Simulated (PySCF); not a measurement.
**Working out the ionisation energy of O**

O [He] 2s2 2p4 (3P) → O⁺ [He] 2s2 2p3 (4S). Calculation: PySCF 2.14, in aug-cc-pVTZ (5s4p3d2f, 46 functions); no relativity, point nucleus. Frozen: 1s2. Energies in hartree (1 hartree = 27.21139 eV):

```tsv
part	O (lower)	O⁺ (upper)
UHF	-74.812982	-74.370750
MP2 opposite-spin	-0.110246	-0.069179
MP2 same-spin	-0.036066	-0.029269
```

Question: What does Hartree-Fock give?

Answer: (-74.370750) − (-74.812982) = 0.442232 hartree = 12.034 eV.

Question: What do MP2 and SCS-MP2 (6/5 opposite-spin, 1/3 same-spin) give?

Answer: The opposite-spin parts differ by 1.117 eV and the same-spin parts by 0.185 eV. MP2: 12.034 + (1.117) + (0.185) = 13.336 eV. SCS-MP2: 12.034 + 1.2 × (1.117) + (0.185)/3 = 13.436 eV.

Measured between the centres of the two terms (NIST): 13.608 eV, so MP2 (valence) is off by -0.272 eV.

What remains against the reference includes basis incompleteness, the frozen core and correlation beyond second order.
